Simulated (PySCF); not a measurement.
# S: electron affinity

S⁻ [Ne] 3s2 3p5 (2P) → S [Ne] 3s2 3p4 (3P), as a difference of total energies. Computed with PySCF 2.14 in def2-TZVPPD (6s6p4d1f, 51 functions), with the non-relativistic Hamiltonian (point nucleus). Correlated levels: valence: [Ne] frozen; valence and next inner shell: 1s2 frozen. The calculations carry no spin-orbit coupling.

**Question.** Order these methods by the electron affinity they give, lowest first.
A. BHandHLYP
B. PBE
C. wB97X-V
D. MP2 (valence)

**Answer.** D (1.884 eV), A (1.946 eV), C (2.123 eV), B (2.169 eV).

Errors of the correlated levels include the incompleteness of this basis and the frozen core.

In the anion the highest occupied orbital energy is positive at LDA, PBE, PBE0, r2SCAN, TPSSh, a self-interaction effect; the basis confines that electron, and the energy difference can still be sensible.

For comparison: 2.077 eV (measured; photodetachment measurements, as compiled on the Wikipedia data page of electron affinities).
